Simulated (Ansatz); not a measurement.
# 2H WSe₂

Level of theory: PBE0 (plane waves, PAW; Ansatz, an electronic-structure program).

Settings: plane-wave cutoff 500 eV, 12×12×2 k mesh (along the axes of the cell as run), gaussian smearing 0.02 eV, no spin polarisation, scalar-relativistic PAW data made under PBE.

Cell (relaxed with r²SCAN):

```
CELL_PARAMETERS angstrom
      1.65761    -2.87106     0.00000
      1.65761     2.87106     0.00000
      0.00000     0.00000    13.70762
ATOMIC_POSITIONS crystal
  W  0.33333 0.66667 0.25000
  W  0.66667 0.33333 0.75000
  Se 0.33333 0.66667 0.62879
  Se 0.66667 0.33333 0.12879
  Se 0.66667 0.33333 0.37121
  Se 0.33333 0.66667 0.87121
```

For 2H WSe₂, the band gap comes out as 2.39 eV (on the SCF k mesh).

Measured, for comparison: band gap 1.2 eV (room temperature, not corrected to a static lattice, bulk 2H; as tabulated in Bastos et al. (2019), arXiv:1903.08112).

Note: the cell comes from a level without a dispersion term, which matters for the spacing of layers, chains or molecules; cell and atoms aren't relaxed at this level (largest force component 0.21 eV/Å, pressure -2.0 GPa); the cell has widely spaced layers and the level no dispersion term, so their spacing and the moduli can rest on weak binding.

Spin–orbit coupling is not included.

Static lattice: no zero-point or thermal effects.

The result took roughly 18 core-minutes.
